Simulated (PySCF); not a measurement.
sulfur dioxide (O2S), SMILES O=S=O. Coordinates come from a B3LYP-D3(BJ)/def2-TZVP optimisation.

These are B3LYP-D3(BJ)/def2-TZVP run with PySCF values and carry that method's errors.

Harmonic wavenumbers (cm⁻¹): 522, 1179, 1376. Rotational constants (GHz): 58.97, 10.29, 8.764; symmetry number 2.

### Question
Work out the zero-point energy and the ideal-gas rigid-rotor harmonic-oscillator thermochemistry at 298.15 K and 1 atm.

### Answer
ZPE = ½ Σ hcν = ½ × 3077 cm⁻¹ = 18.40 kJ/mol. H − E(el) = 28.94 kJ/mol. Entropy in J/(mol K): translation 160.63, rotation 84.73, vibration 2.80, total 248.16. G − E(el) = -45.05 kJ/mol. Cp = 39.68 J/(mol K).
